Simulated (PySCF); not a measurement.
C3H7 (n-propyl), optimised at PBE0/def2-TZVP:

```xyz
10

C      1.3377     0.3591     0.3643
C      0.1787    -0.4642    -0.0500
C     -1.1627     0.1093     0.3818
H      2.3168     0.2027    -0.0709
H      1.2584     1.0489     1.1962
H      0.1940    -0.6034    -1.1384
H      0.2812    -1.4829     0.3603
H     -1.2078     0.2189     1.4686
H     -1.9890    -0.5366     0.0773
H     -1.3259     1.0961    -0.0579
```

Computed with PySCF (xtb for GFN2) and rigid-rotor harmonic-oscillator thermochemistry at 1 bar. 6-31G* has spherical d functions here. Open shells (unrestricted): C3H7 (n-propyl) (multiplicity 2). GFN2 has no spin-polarisation term. B3LYP is the form with VWN-RPA correlation. Warning, point group unlike the PBE0 one: C3H7 (n-propyl) (GFN2-xTB).

List the harmonic frequencies (cm⁻¹, unscaled) at this level and at the other levels, each on its own geometry.


- PBE0/def2-TZVP: 98, 248, 371, 482, 755, 892, 927, 1047, 1106, 1173, 1266, 1360, 1404, 1457, 1460, 1490, 1497, 2958, 3031, 3048, 3119, 3126, 3157, 3260
- B3LYP/6-31G*: 120, 251, 368, 465, 762, 890, 930, 1064, 1092, 1187, 1285, 1380, 1437, 1489, 1501, 1528, 1536, 2938, 3034, 3046, 3111, 3118, 3160, 3258
- GFN2-xTB: 44, 225, 383, 418, 781, 894, 959, 1037, 1132, 1172, 1214, 1327, 1397, 1414, 1458, 1502, 1506, 2820, 2870, 3033, 3035, 3040, 3138, 3183
- HF/6-31G*: 153, 270, 392, 486, 823, 941, 994, 1146, 1160, 1282, 1401, 1501, 1564, 1603, 1630, 1644, 1651, 3140, 3198, 3207, 3259, 3264, 3305, 3402
- PBE/def2-SVP: 113, 248, 362, 468, 726, 864, 898, 999, 1081, 1127, 1206, 1301, 1346, 1381, 1393, 1418, 1429, 2859, 2953, 2969, 3054, 3063, 3072, 3183
